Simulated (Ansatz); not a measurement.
**C₂H₂B radical (SMILES [BH]C#C): a rigid scan of the angle H4–B1–C2**

How does the energy rise as the angle H4–B1–C2 leaves its equilibrium value, and do density functionals follow CCSD(T)? All other internal coordinates keep their values.

Computed with Ansatz 0.2.0, Gaussian basis. Level: single points in def2-TZVPP.

Levels: PBE-D4, r2SCAN-D4, PBE0-D4, B3LYP-D4, wB97M-V, Hartree-Fock, MP2, CCSD, CCSD(T). The scan takes 122.7, 127.2, 131.7, 136.2, 140.7, 145.2, 149.7, 154.2, 158.7°.

Cores are frozen in the correlated methods. Orbitals are unrestricted. B3LYP uses VWN-RPA correlation.

## Step 1: The starting structure

The minimum, relaxed at PBE0-D4: SMILES `[BH]C#C`, 5 atoms, charge 0, spin multiplicity 2.

Atoms are counted from 1 here; the program's logs count them from 0.

Bond lengths: B1–C2 1.447 Å, B1–H4 1.181 Å, C2–C3 1.221 Å, C3–H5 1.066 Å. Angles: C2–B1–H4 140.7°, B1–C2–C3 174.8°, C2–C3–H5 179.8°.

Geometry (Å):

```xyz
5
charge 0, multiplicity 2
B    -0.9953    0.8796   -0.3996
C     0.0318   -0.0080    0.1021
C     0.8786   -0.7150    0.6260
H    -1.5332    1.1776   -1.4080
H     1.6181   -1.3342    1.0795
```

Energies of the minimum (eV), from earlier single points: PBE-D4 -2775.64717, r2SCAN-D4 -2777.85923, PBE0-D4 -2775.88164, B3LYP-D4 -2779.97799, wB97M-V -2778.24377, CCSD(T) -2772.84763.

At the minimum the angle H4–B1–C2 is 140.7°.

## Step 2: H4–B1–C2 = 122.7°

Input file ccsdt-tzvpp/in.yaml:

```yaml
crystal:
  periodic: [false, false, false]
  atoms:
    - {symbol: B, position_ang: [-0.995346, 0.879566, -0.399640]}
    - {symbol: C, position_ang: [0.031777, -0.008033, 0.102115]}
    - {symbol: C, position_ang: [0.878647, -0.714980, 0.626023]}
    - {symbol: H, position_ang: [-1.300787, 0.921992, -1.539709]}
    - {symbol: H, position_ang: [1.618086, -1.334175, 1.079486]}
basis:
  gaussian: {orbitals: def2-TZVPP}
magnetization: {spin_polarized: true, initial_magnetization: 1}
correlation: {method: ccsd_t}
scf: {omitted_lower_state_checks: [cluster_reference]}
```

The command line of these runs was not kept.

After this run come: H4–B1–C2 = 127.2°; H4–B1–C2 = 131.7°; H4–B1–C2 = 136.2°; H4–B1–C2 = 140.7°; H4–B1–C2 = 145.2°; H4–B1–C2 = 149.7°; H4–B1–C2 = 154.2°; H4–B1–C2 = 158.7°.

Before running it: what results should come out? Wanted: highest point, CCSD(T); lowest point, CCSD(T); minimum along the scan, CCSD(T); RMS deviation from CCSD(T); largest T1 diagnostic.

As calculated:

| quantity | value |
| --- | --- |
| highest point, CCSD(T) | 0.076 eV at 158.7° |
| lowest point, CCSD(T) | -0.003 eV at 136.2° |
| minimum along the scan, CCSD(T) | 137.0° |
| curvature there | 0.51 meV/deg² |
| RMS deviation from CCSD(T) | PBE-D4 0.026, r2SCAN-D4 0.020, PBE0-D4 0.019, B3LYP-D4 0.021, wB97M-V 0.021, Hartree-Fock 0.013, MP2 0.026, CCSD 0.001 eV |
| largest T1 diagnostic | 0.041 |

What this shows: A polynomial through the near points puts the CCSD(T) minimum 3.7° below the PBE0-D4 value. Curvature against CCSD(T): PBE-D4 -31 %, Hartree-Fock +23 %. Best along the scan: CCSD. Worst: MP2. The unrestricted reference is spin-contaminated, which hurts MP2 most.
